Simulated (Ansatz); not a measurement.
Process, species as SMILES: FF (F2) → F2+ (doublet, bonded as FF) + e-
B3LYP-D3(BJ)/def2-TZVP geometries, fixed; electronic energies without zero-point terms.

Energies in hartree at wB97M-V with Ansatz (a first-principles code); the adiabatic ionisation energy is their sum with the coefficients shown, times 27.2114 eV a hartree. All functions are spherical. Open shells are unrestricted. The functional holds VV10 correlation; no added dispersion term, no relativity.

```json
[
 {"species": "FF (F2)", "coefficient": "-1", "part": "wB97M-V", "aug-cc-pVDZ": "-199.48757", "aug-cc-pVTZ": "-199.54220", "aug-cc-pVQZ": "-199.55708"},
 {"species": "F2+ (doublet, bonded as FF)", "coefficient": "+1", "part": "wB97M-V", "aug-cc-pVDZ": "-198.91239", "aug-cc-pVTZ": "-198.97211", "aug-cc-pVQZ": "-198.98733"}
]
```

**Question.** Predict the adiabatic ionisation energy in aug-cc-pV5Z (X = 5): let each wB97M-V step shrink by the ratio of the last two. Compare with the run.

**Answer.** 
- FF (F2): steps -0.05463 and -0.01488, ratio 0.272, so wB97M-V -199.56113 (run: -199.56094).
- F2+ (doublet, bonded as FF): steps -0.05972 and -0.01522, ratio 0.255, so wB97M-V -198.99121 (run: -198.99133).
Predicted 15.508 eV; the run in aug-cc-pV5Z gives 15.500, a miss of 0.008. Keeping the value in aug-cc-pVQZ, 15.504, would miss by 0.004. All sums are of the energies as printed.
